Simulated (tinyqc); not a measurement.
Worked calculation: CIS on RHF in the sto-3g basis, frozen core, for H2O, spin multiplicity 1. One step of it, computed by the program tinyqc.

Question. CIS singlet states. Diagonalise A (1 hartree = 27.211386 eV); each vector has its largest component positive (the first on a tie). The transition dipole is mu = sqrt2 sum c_ia <i|r|a>.

CIS matrix A, singlet (hartree), order 2>6, 2>7, 3>6, 3>7, 4>6, 4>7, 5>6, 5>7:
```
[[1.197380, 0.000000, 0.000000, 0.047507, 0.073545, 0.000000, 0.000000, 0.000000],
 [0.000000, 1.241424, -0.026234, 0.000000, 0.000000, -0.014500, 0.000000, 0.000000],
 [0.000000, -0.026234, 0.545190, 0.000000, 0.000000, 0.050471, 0.000000, 0.000000],
 [0.047507, 0.000000, 0.000000, 0.787760, 0.153189, 0.000000, 0.000000, 0.000000],
 [0.073545, 0.000000, 0.000000, 0.153189, 0.516378, 0.000000, 0.000000, 0.000000],
 [0.000000, -0.014500, 0.050471, 0.000000, 0.000000, 0.515863, 0.000000, 0.000000],
 [0.000000, 0.000000, 0.000000, 0.000000, 0.000000, 0.000000, 0.294978, 0.000000],
 [0.000000, 0.000000, 0.000000, 0.000000, 0.000000, 0.000000, 0.000000, 0.352486]]
```

dipole integrals <i|r|a> (bohr), order 2>6, 2>7, 3>6, 3>7, 4>6, 4>7, 5>6, 5>7:
```
[[0.000000, 0.000000, -0.002689],
 [0.000000, -0.039051, 0.000000],
 [0.000000, -0.980920, 0.000000],
 [0.000000, 0.000000, -0.732035],
 [0.000000, 0.000000, -0.642953],
 [0.000000, -0.848944, 0.000000],
 [0.067033, 0.000000, 0.000000],
 [0.000000, 0.000000, 0.000000]]
```

Give: singlet excitation energies; lowest vectors; oscillator strengths 2/3 w |mu|^2.

Answer.

singlet excitation energies (eV): [8.0268, 9.5916, 12.0919, 13.0056, 15.8302, 22.9054, 33.0725, 33.8178]

lowest vectors, order 2>6, 2>7, 3>6, 3>7, 4>6, 4>7, 5>6, 5>7:
```
[[0.0000, 0.0000, -0.0641, 0.0000, 0.0000, -0.1993],
 [0.0000, 0.0000, 0.0000, -0.0055, 0.0449, 0.0000],
 [0.0000, 0.0000, 0.0000, -0.6017, 0.7978, 0.0000],
 [0.0000, 0.0000, -0.3991, 0.0000, 0.0000, 0.9032],
 [0.0000, 0.0000, 0.9146, 0.0000, 0.0000, 0.3802],
 [0.0000, 0.0000, 0.0000, 0.7987, 0.6013, 0.0000],
 [1.0000, 0.0000, 0.0000, 0.0000, 0.0000, 0.0000],
 [0.0000, 1.0000, 0.0000, 0.0000, 0.0000, 0.0000]]
```

oscillator strengths 2/3 w |mu|^2: [0.0018, 0.0000, 0.0518, 0.0049, 1.3003, 0.9194]
